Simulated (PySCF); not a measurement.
An unknown is described by computed data only.

Formula: C3H4O4.

| Property | Result |
| --- | --- |
| 1H NMR | chemical shifts (computed TMS as zero) by class: 6.28 (2 H), 3.45 (2 H) ppm [GIAO PBE0/pcSseg-1] |
| Dipole | 1.17 D [PBE0/pcSseg-1] |
| Rotational structure | rotational constants A, B, C: 4.995, 1.873, 1.593 GHz [GFN2-xTB] |
| Couplings | largest of the computed one-bond spin–spin couplings (means over like bonds): 13C–1H +144.0 (×2), 17O–1H -78.4 (×2), 13C–13C +58.4 (×2), 17O–13C +32.5 (×2), 17O–13C +29.9 (×2) Hz [B3LYP/pcJ-1, spin–dipole term left out] |
| 13C NMR | chemical shifts (computed TMS as zero) by class: 170.7 (2 C), 43.5 (1 C) ppm [GIAO PBE0/pcSseg-1] |
| NMR, other nuclei | isotropic shieldings of nuclei other than C and H, by class: -105 (2 O), 116 (2 O) ppm [GIAO PBE0/pcSseg-1] |

Gas-phase values; electronic properties from PySCF, density fitting. Levels stand in brackets. Isolated species at its GFN2-xTB geometry (one conformer only). NMR classes are plain means over equivalent atoms (diastereotopic ones count apart unless rotation or inversion swaps them), as if these changed places fast.

Task: What is the compound? Reason from the data.

Result: Numbering: `[O:1]=[C:2]([OH:3])[CH2:4][C:5](=[O:6])[OH:7]`. Its formula, C3H4O4, gives 2 degrees of unsaturation: 0 rings and 2 π bonds in the structure found. 3 carbons fall into 2 classes; from least to most shielded: carboxylic acid carbon [C2/C5] (170.7 ppm, 2 C), sp3 carbon next to a carbonyl [C4] (43.5 ppm). Hydrogen classes from least to most shielded: 2 H on 2 acid hydroxyl oxygens, O3/O7 (6.28 ppm), 2 H on an sp3 carbon next to a carbonyl, C4 (3.45 ppm). The other shieldings belong to: -105 ppm, acid carbonyl oxygen [O1/O6]; 116 ppm, acid hydroxyl oxygen [O3/O7]. The couplings run between: +144.0 Hz, sp3 carbon next to a carbonyl [C4] and its hydrogen (with 1 like pair); -78.4 Hz, acid hydroxyl oxygen [O3] and its hydrogen (with 1 like pair); +58.4 Hz, carboxylic acid carbon [C2] and sp3 carbon next to a carbonyl [C4] (with 1 like pair); +32.5 Hz, acid hydroxyl oxygen [O3] and carboxylic acid carbon [C2] (with 1 like pair); +29.9 Hz, acid carbonyl oxygen [O1] and carboxylic acid carbon [C2] (with 1 like pair). The optimised geometry has point group C2 and is an asymmetric top. Structure: malonic acid, `C(=O)(O)CC(O)=O`. The assignments are read from this structure; whether some other isomer fits the data as well wasn't checked.

The values belong to the conformer `[O:1]=[C:2]([OH:3])[CH2:4][C:5](=[O:6])[OH:7]`: O1–C2–C4–C5 74°, C2–C4–C5–O6 74°, H–O3–C2–O1 -2°, H–O7–C5–C4 177°.
